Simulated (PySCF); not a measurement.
An excited-state table with gaps

Species: N-methylmethanimine, C2H5N.
SMILES: `C=NC`

Method: TDDFT B3LYP/def2-SVPD, vertical, gas phase, core orbitals frozen in the response (PySCF). Geometry: GFN2-xTB; no solvent, vibrations or thermal averaging.

Orbital energies (eV): HOMO-3 -12.10, HOMO-2 -10.53, HOMO-1 -8.56, HOMO -7.00, LUMO -0.53, LUMO+1 0.65, LUMO+2 1.38.

Lowest singlets, with some entries withheld (?).

```tsv
state	ν̃ (cm⁻¹)	f	main configurations (H = HOMO, L = LUMO)
S1	?	?	?
S2	54270	0.030	H→L+1 (98%)
S3	59970	0.0023	H→L+2 (96%)
S4	64130	0.234	H-1→L (83%)
S5	?	?	?
S6	67960	0.200	H→L+3 (85%), H→L+4 (11%)
S7	68890	0.0006	H-2→L (98%)
S8	70820	0.100	H→L+4 (85%), H→L+3 (9%)
```

Problem. Supply the missing values.

Solution. 
- S1: ν̃ = 39280 cm⁻¹; f = 0.0010; H→L (100%)
- S5: ν̃ = 66060 cm⁻¹; f = 0.0002; H-1→L+1 (99%)

Problem. How far apart are S2 and S5, in eV and cm⁻¹?

Solution. 8.190 − 6.728 = 1.462 eV, or about 11790 cm⁻¹.

Problem. Where do the lowest triplets lie (Tamm–Dancoff)?

Solution. T1 4.05 eV, H→L (99%); T2 5.02 eV, H-1→L (95%); T3 6.54 eV, H→L+1 (98%). E(S1) − E(T1) = +0.82 eV.

Problem. What is the mean static polarisability from the same response equations?

Solution. 35.2 au (5.22 Å³), with principal values 26.4, 33.5 and 45.8 au.
